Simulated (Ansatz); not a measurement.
Na (bcc, W type): values from a third-order Birch-Murnaghan fit to a volume scan beside measured ones. Computed values: r2SCAN (plane waves to 500 eV, PAW, scalar-relativistic; Ansatz, an electronic-structure program). Na was relaxed with its symmetry unable to fall.

```
quantity                reference                                       kind
----------------------  ---------  -----------------------------------------
Lattice constant a (Å)      4.214  measured, corrected to the static lattice
Bulk modulus B₀ (GPa)         7.9  measured, corrected to the static lattice
```

References as given in: Daniel Mejia-Rodriguez, S. B. Trickey, Physical Review B (2018), arXiv:1807.09216.

Problem. What does r2SCAN give, and how far is that from the reference?

Solution. 
```csv
quantity,r2SCAN,difference
Lattice constant a (Å),4.223,+0.2 %
Bulk modulus B₀ (GPa),7.7,-3.0 %
```

For the lattice constant a it lies within 0.3 % of the reference. For the bulk modulus B₀ it lies within 5 % of the reference.

(Under strain, the slope of the energy per volume gives the stress and its curvature an elastic modulus.)
